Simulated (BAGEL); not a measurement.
# C2H8Si (dimethylsilane): HF/STO-3G (density fitting with qzvpp-jkfit)

What is the vertical ionisation energy of C2H8Si (dimethylsilane) at HF/STO-3G (density fitting with qzvpp-jkfit)? 

The results are computed with BAGEL 1.2.2.

3 further runs of the same task are left out: 3 set aside as unsound or not needed. Runs told in other sessions of the task aren't counted.

## Step 1: The system as given

C2H8Si: 11 atoms, total charge 0, spin state singlet. SMILES: `C[SiH2]C`. The shape is that of a PBE0-D4/def2-TZVP optimisation.

Bond lengths: C1–Si2 1.872 Å, Si2–C3 1.872 Å, C1–H4 1.092 Å, C1–H5 1.093 Å, C1–H6 1.093 Å, Si2–H7 1.491 Å, Si2–H8 1.491 Å, C3–H9 1.093 Å, C3–H10 1.092 Å, C3–H11 1.093 Å. Some angles: C1–Si2–C3 111.5°, C1–Si2–H7 109.5°, C1–Si2–H8 109.5°, C3–Si2–H7 109.5°, C3–Si2–H8 109.5°, Si2–C1–H4 111.0°, Si2–C1–H5 110.9°, Si2–C1–H6 110.9°, Si2–C3–H9 110.9°, Si2–C3–H10 111.0°.

## Step 2: The energy at HF/STO-3G (density fitting with qzvpp-jkfit)

Input file input.json:

```json
{ "bagel" : [

{
  "title" : "molecule",
  "basis" : "sto-3g",
  "df_basis" : "qzvpp-jkfit",
  "angstrom" : true,
  "geometry" : [
    { "atom" : "C", "xyz" : [   -1.050200,    0.967200,   -0.661200 ] },
    { "atom" : "Si", "xyz" : [   -0.309200,   -0.653200,   -0.087600 ] },
    { "atom" : "C", "xyz" : [    1.346600,   -0.392300,    0.745700 ] },
    { "atom" : "H", "xyz" : [   -2.015800,    0.806900,   -1.146100 ] },
    { "atom" : "H", "xyz" : [   -0.391700,    1.464600,   -1.377800 ] },
    { "atom" : "H", "xyz" : [   -1.204900,    1.644900,    0.182100 ] },
    { "atom" : "H", "xyz" : [   -0.139900,   -1.564200,   -1.256100 ] },
    { "atom" : "H", "xyz" : [   -1.245100,   -1.319300,    0.863300 ] },
    { "atom" : "H", "xyz" : [    2.058200,    0.075200,    0.060400 ] },
    { "atom" : "H", "xyz" : [    1.772600,   -1.342000,    1.077400 ] },
    { "atom" : "H", "xyz" : [    1.244800,    0.255200,    1.620300 ] }
  ]
},
{ "title" : "hf" },
{ "title" : "print", "file" : "orbitals.molden", "orbitals" : true }

]}
```

Launch:

```console
BAGEL_NUM_THREADS=1 BAGEL input.json > input.out
```

The log of the run:

```text
* using 1 threads per process

  ===============================================================
  ===============================================================

  *** Geometry ***

  { "atom" : "C", "xyz" : [     -1.984590,      1.827743,     -1.249487 ] },
  { "atom" : "Si", "xyz" : [     -0.584303,     -1.234369,     -0.165540 ] },
  { "atom" : "C", "xyz" : [      2.544705,     -0.741340,      1.409169 ] },
  { "atom" : "H", "xyz" : [     -3.809310,      1.524820,     -2.165815 ] },
  { "atom" : "H", "xyz" : [     -0.740206,      2.767693,     -2.603665 ] },
  { "atom" : "H", "xyz" : [     -2.276931,      3.108411,      0.344119 ] },
  { "atom" : "H", "xyz" : [     -0.264373,     -2.955910,     -2.373685 ] },
  { "atom" : "H", "xyz" : [     -2.352898,     -2.493116,      1.631401 ] },
  { "atom" : "H", "xyz" : [      3.889434,      0.142107,      0.114139 ] },
  { "atom" : "H", "xyz" : [      3.349729,     -2.536012,      2.035991 ] },
  { "atom" : "H", "xyz" : [      2.352331,      0.482258,      3.061923 ] },

  Number of auxiliary basis functions:      422

  Since a DF basis is specified, we compute 2- and 3-index integrals:
    o Being stored without compression. Storage requirement is 0.002 GB

  Number of basis functions:       27
  Number of electrons      :       34

    * METHOD: MOLECULE                             0.14

  *** RHF ***

  === Nuclear Repulsion ===
   114.1585042208

      * DIIS with orbital gradients will be used.

  === RHF iteration (sto-3g) ===
      0       -365.08500255          0.00668347           0.01
      1       -365.10117633          0.00160902           0.01
      2       -365.10214388          0.00014859           0.01
      3       -365.10215131          0.00001629           0.01
      4       -365.10215139          0.00000372           0.01
      5       -365.10215139          0.00000032           0.01
      6       -365.10215139          0.00000005           0.01
      7       -365.10215139          0.00000001           0.01
    * SCF iteration converged.

    * Permanent dipole moment:
           (   -0.027123,    -0.056147,    -0.007665) a.u.

    * METHOD: HF                                   0.18

    * METHOD: PRINT                                0.00

  ===============================================================
```

It took 0.44 s on 1 thread of Arm Neoverse V1, shared host.

## Step 3: The doublet cation, same level

Input file calc.json:

```json
{ "bagel" : [

{
  "title" : "molecule",
  "basis" : "sto-3g",
  "df_basis" : "qzvpp-jkfit",
  "angstrom" : true,
  "geometry" : [
    { "atom" : "C", "xyz" : [   -1.050200,    0.967200,   -0.661200 ] },
    { "atom" : "Si", "xyz" : [   -0.309200,   -0.653200,   -0.087600 ] },
    { "atom" : "C", "xyz" : [    1.346600,   -0.392300,    0.745700 ] },
    { "atom" : "H", "xyz" : [   -2.015800,    0.806900,   -1.146100 ] },
    { "atom" : "H", "xyz" : [   -0.391700,    1.464600,   -1.377800 ] },
    { "atom" : "H", "xyz" : [   -1.204900,    1.644900,    0.182100 ] },
    { "atom" : "H", "xyz" : [   -0.139900,   -1.564200,   -1.256100 ] },
    { "atom" : "H", "xyz" : [   -1.245100,   -1.319300,    0.863300 ] },
    { "atom" : "H", "xyz" : [    2.058200,    0.075200,    0.060400 ] },
    { "atom" : "H", "xyz" : [    1.772600,   -1.342000,    1.077400 ] },
    { "atom" : "H", "xyz" : [    1.244800,    0.255200,    1.620300 ] }
  ]
},
{
  "title" : "uhf",
  "charge" : 1,
  "nopen" : 1
},
{
  "title" : "print",
  "file" : "orbitals.molden",
  "orbitals" : true
}

]}
```

Launch:

```console
BAGEL_NUM_THREADS=1 BAGEL calc.json > calc.out
```

The log of the run:

```text
* using 1 threads per process

  ===============================================================
  ===============================================================

  *** Geometry ***

  { "atom" : "C", "xyz" : [     -1.984590,      1.827743,     -1.249487 ] },
  { "atom" : "Si", "xyz" : [     -0.584303,     -1.234369,     -0.165540 ] },
  { "atom" : "C", "xyz" : [      2.544705,     -0.741340,      1.409169 ] },
  { "atom" : "H", "xyz" : [     -3.809310,      1.524820,     -2.165815 ] },
  { "atom" : "H", "xyz" : [     -0.740206,      2.767693,     -2.603665 ] },
  { "atom" : "H", "xyz" : [     -2.276931,      3.108411,      0.344119 ] },
  { "atom" : "H", "xyz" : [     -0.264373,     -2.955910,     -2.373685 ] },
  { "atom" : "H", "xyz" : [     -2.352898,     -2.493116,      1.631401 ] },
  { "atom" : "H", "xyz" : [      3.889434,      0.142107,      0.114139 ] },
  { "atom" : "H", "xyz" : [      3.349729,     -2.536012,      2.035991 ] },
  { "atom" : "H", "xyz" : [      2.352331,      0.482258,      3.061923 ] },

  Number of auxiliary basis functions:      422

  Since a DF basis is specified, we compute 2- and 3-index integrals:
    o Being stored without compression. Storage requirement is 0.002 GB

  Number of basis functions:       27
  Number of electrons      :       34

    * METHOD: MOLECULE                             0.13

  *** Open-shell HF ***

  === Nuclear Repulsion ===
   114.1585042208

      * DIIS with orbital gradients will be used.

  === UHF iteration (sto-3g) ===
      0       -364.69598585          0.02720924           0.03
      1       -364.75506847          0.00593343           0.03
      2       -364.75895538          0.00163131           0.03
      3       -364.75967165          0.00064991           0.03
      4       -364.75996489          0.00018807           0.03
      5       -364.76003205          0.00004031           0.03
      6       -364.76003912          0.00001471           0.03
      7       -364.76004071          0.00000896           0.03
      8       -364.76004109          0.00000605           0.03
      9       -364.76004113          0.00000446           0.03
     10       -364.76004114          0.00000455           0.03
     11       -364.76004113          0.00000448           0.03
     12       -364.76004110          0.00000403           0.03
     13       -364.76004105          0.00000190           0.03
     14       -364.76004103          0.00000091           0.03
     15       -364.76004103          0.00000068           0.03
     16       -364.76004103          0.00000028           0.03
     17       -364.76004103          0.00000015           0.03
     18       -364.76004103          0.00000010           0.03
     19       -364.76004103          0.00000007           0.03
     20       -364.76004103          0.00000005           0.03
     21       -364.76004103          0.00000004           0.03
     22       -364.76004103          0.00000003           0.03
     23       -364.76004103          0.00000002           0.03
     24       -364.76004103          0.00000001           0.03
     25       -364.76004103          0.00000001           0.03
    * SCF iteration converged.

    * S^2 (UHF) is 0.7853

    * Permanent dipole moment:
           (   -0.118380,    -0.250766,    -0.032718) a.u.

    * METHOD: UHF                                  0.78

    * METHOD: PRINT                                0.00

  ===============================================================
```

Run time: 1.1 s. Hardware: 1 thread of Arm Neoverse V1, shared host.

## Step 4: Results

Level: HF/STO-3G (density fitting with qzvpp-jkfit).

| quantity | value |
| --- | --- |
| singlet C2H8Si: total energy | -365.10215 Eh |
| singlet C2H8Si: dipole moment | 0.16 D |
| singlet C2H8Si: HOMO energy | -10.38 eV |
| singlet C2H8Si: LUMO energy | 14.12 eV |
| singlet C2H8Si: HOMO–LUMO gap | 24.50 eV |
| doublet cation: total energy | -364.76004 Eh |
| doublet cation: ⟨S²⟩ | 0.785 |
| vertical ionisation energy (to the doublet cation) | 9.309 eV |

In words: Removing an electron at fixed nuclei costs 9.31 eV (215 kcal/mol). The negative HOMO energy of the first species, 10.38 eV, lies 1.07 eV above that difference. In a minimal basis such a difference can be off by several eV, whatever the method.
